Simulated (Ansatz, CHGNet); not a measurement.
**Rock-salt LiBr: properties by level of theory**

Reference values: elastic constant C11 39.6 GPa (measured, temperature not stated, no zero-point or thermal correction; as tabulated in Harker's crystal data pages); elastic constant C44 19.1 GPa (measured, temperature not stated, not corrected to a static lattice; as tabulated in Harker's crystal data pages).

| level (code) | elastic constant C11 (GPa) | elastic constant C44 (GPa) | Voigt–Reuss–Hill shear modulus (GPa) |
|---|---|---|---|
| CHGNet 0.3.0 (CHGNet) | 28.2 | ? | ? |
| PBE (Ansatz) | ? | 19.2 | 16.0 |
| LC-ωPBE (Ansatz) | 53.2 | 22.3 | 20.3 |
| Hartree–Fock (Ansatz) | 30.8 | ? | ? |

**Question.** What belongs in the gaps?

**Answer.** 
- CHGNet 0.3.0 (CHGNet), elastic constant C44 (GPa): 10.1
- CHGNet 0.3.0 (CHGNet), Voigt–Reuss–Hill shear modulus (GPa): 6.3
- PBE (Ansatz, a program for electronic structure), elastic constant C11 (GPa): 42.1
- Hartree–Fock (Ansatz), elastic constant C44 (GPa): 20.5
- Hartree–Fock (Ansatz), Voigt–Reuss–Hill shear modulus (GPa): 12.6

Machine-learned potentials (CHGNet 0.3.0) are trained on DFT data, which may include these solids.

Ansatz's density-functional and Hartree–Fock values are scalar-relativistic unless marked +SOC, with PAW data made under PBE.

Unless a cell is named, each level is at its own relaxed cell (CHGNet 0.3.0 20.92, PBE 20.92, LC-ωPBE 19.98, Hartree–Fock 22.79 Å³/atom).
